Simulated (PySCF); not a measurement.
An excited-state job on `CC(=O)/C=C\F`.

Method: TDDFT PBE0/def2-SVPD, vertical, gas phase, core orbitals frozen in the response (PySCF 2.14.0, density-fitted response routines). Geometry: GFN2-xTB. The input is one job of a driver script: a line of settings, then coordinates in Å.

Command:
```bash
OMP_NUM_THREADS=1 python probes_run.py task.json out
```

Input:
```
{"job": {"kind": "uv", "xc": "PBE0", "basis": "def2-SVPD", "nstates": 6, "ntriplets": 2}, "charge": 0, "multiplicity": 1}
C     -1.381191     0.030838    -0.453603
C     -0.533053    -0.619759     0.601723
O     -0.981052    -1.392286     1.417316
C      0.911715    -0.283926     0.622449
C      1.585133     0.529599    -0.180528
F      1.044892     1.214082    -1.190097
H     -1.011860    -0.230017    -1.443356
H     -2.410107    -0.302492    -0.348279
H     -1.335765     1.113563    -0.355602
H      1.469619    -0.779963     1.403484
H      2.647092     0.723031    -0.099472
```

Output:
```
coarse grid: 9616 points
cycle   1  E = -329.6816277185  dE =  8.490e-01  |g| = 8.354e-01  |ddm| = 4.952e+00
cycle   2  E = -329.1668844337  dE =  5.147e-01  |g| = 1.760e+00  |ddm| = 3.529e+00
cycle   3  E = -329.8224273425  dE = -6.555e-01  |g| = 1.915e-01  |ddm| = 2.869e+00
cycle   4  E = -329.8292058687  dE = -6.779e-03  |g| = 8.547e-02  |ddm| = 3.298e-01
cycle   5  E = -329.8304543662  dE = -1.248e-03  |g| = 2.370e-02  |ddm| = 9.084e-02
cycle   6  E = -329.8305710095  dE = -1.166e-04  |g| = 5.839e-03  |ddm| = 3.805e-02
cycle   7  E = -329.8305772660  dE = -6.257e-06  |g| = 1.813e-03  |ddm| = 8.645e-03
final grid: 94504 points
cycle   8  E = -329.8831382392  dE = -1.268e-05  |g| = 1.209e-02  |ddm| = 1.195e-01
cycle   9  E = -329.8830467628  dE =  9.148e-05  |g| = 2.448e-02  |ddm| = 4.087e-02
cycle  10  E = -329.8831681162  dE = -1.214e-04  |g| = 1.699e-03  |ddm| = 2.760e-02
cycle  11  E = -329.8831687281  dE = -6.119e-07  |g| = 2.698e-04  |ddm| = 2.187e-03
cycle  12  E = -329.8831687394  dE = -1.123e-08  |g| = 1.219e-04  |ddm| = 5.199e-04
cycle  13  E = -329.8831687421  dE = -2.788e-09  |g| = 2.466e-05  |ddm| = 1.673e-04
cycle  14  E = -329.8831687423  dE = -1.239e-10  |g| = 1.119e-05  |ddm| = 4.871e-05
converged SCF energy = -329.8831687423

Static polarisability (au): isotropic 53.406, principal 36.603 52.705 70.910

Singlet excitations
state   eV       nm        f      main configurations
  1   3.8452    322.4   0.00020   H->L 0.97
  2   6.2115    199.6   0.31964   H-1->L 0.92
  3   7.1366    173.7   0.04475   H->L+1 0.91
  4   7.1517    173.4   0.00000   H->L+3 0.89
  5   7.4944    165.4   0.00196   H-3->L 0.89
  6   7.5801    163.6   0.02169   H-1->L+1 0.95

Triplet excitations (Tamm-Dancoff, eV): 3.3067 3.7719
```

The SCF starts on a coarse grid where the log names one; the energy can jump when the final grid takes over, and dE then counts from the start density on the new grid. H and L stand for HOMO and LUMO; the number after each pair is its weight.

Task: Which computed singlet has the largest oscillator strength, and what do all of them sum to?

Result: State 2 at 6.21 eV (200 nm), f = 0.320; the 6 states sum to 0.388.

Summary of the converged run: HOMO -7.58 eV, LUMO -1.73 eV; lowest singlet 3.85 eV; lowest triplet 3.31 eV (Tamm–Dancoff); mean polarisability 53.4 au.

Task: Estimate the wall time. Hardware: one thread, Arm Neoverse V1 (aarch64), shared host. And the peak memory of the process?

Result: About 14 s, with 0.71 GiB resident at the peak, the Python interpreter and its libraries included.

One conformer stands for the species.
Labels such as C1 count atoms from 1, the log's own numbers from 0.
